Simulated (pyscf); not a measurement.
# Routes from HO–As(OH)–OH + hydrogen (H₂)

Candidate steps break at most two bonds and form at most two. Each was searched with GFN2-xTB (tblite) first. Single points on ωB97X-D3(BJ)/def2-SVP structures (PySCF, gas phase). Energies: ωB97M-D3(BJ)/def2-TZVP, kJ/mol, from the separated reactants, singlet surface; ΔG‡ with ideal gas, 1 atm, RRHO with modes under 100 cm⁻¹ raised to 100, one conformer, R ln 2 for chiral ones without a mode under 150 cm⁻¹.

```json
[
 {"products": "HO–AsH–OH + H₂O", "type": "four-centre exchange", "ΔE‡": "203.3", "ΔE": "+29.2", "ΔG‡ 298 K": "245.6", "ΔG‡ 900 K": "328.1", "ν‡ (cm⁻¹)": "845i"},
 {"products": "HO–As(OH)–OH + H₂", "type": "four-centre exchange", "ΔE‡": "286.2", "ΔE": "0.0", "ΔG‡ 298 K": "312.4", "ΔG‡ 900 K": "383.9", "ν‡ (cm⁻¹)": "2802i"}
]
```

Plain bond fissions and candidates not yet searched are not listed, and one of them may be faster. Each barrier is that of the saddle found; lower ones may exist. Elements up to Kr have no core potential and no relativistic terms here.
